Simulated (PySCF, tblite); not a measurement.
Species: dinitrogen, N2.
Geometry (GFN2-xTB, Å), atoms numbered from 1 in this order:
```xyz
2
N2 angstrom
N      0.5505   -0.0021   -0.0038
N     -0.5477    0.0034   -0.0104
```

Method used: PBE0/pcSseg-1 in PySCF (dipole) on a GFN2-xTB geometry, gas phase.

Take the most abundant isotopes and a rigid rotor. 

Q: What are the moment of inertia and the rotational constant?

A: I = 8.445 u·Å², B = 505379 MHz·u·Å²/I = 59844 MHz (1.9962 cm⁻¹, or 2.872 K as hB/k). For two atoms I = μr² with μ = 7.0015 u and r = 1.0983 Å.

Q: List the first levels of a rigid rotor in a Σ state.

A: E(J) = BJ(J+1): J = 1: 3.992, J = 2: 11.977, J = 3: 23.954, J = 4: 39.924, J = 5: 59.885, J = 6: 83.840 cm⁻¹.

Q: Has it a pure rotational spectrum?

A: Not by electric dipole: D∞h allows no dipole (computed 0.00 D). Rotational Raman lines (ΔJ = 2) lie at B(4J + 6), spaced by 4B = 7.985 cm⁻¹, with nuclear-spin weights that differ between even and odd J.

Q: Estimate the classical rotational partition function at 50 K, 100 K and 200 K.

A: Point group D∞h, symmetry number σ = 2; q = kT/(σhB), k/h = 20836.6 MHz/K: 8.7 at 50 K, 17.4 at 100 K, 34.8 at 200 K.

Its GFN2-xTB frequencies are all real (lowest 2438 cm⁻¹). Constants of a rigid frame at the computed geometry: no zero-point averaging, no centrifugal distortion.
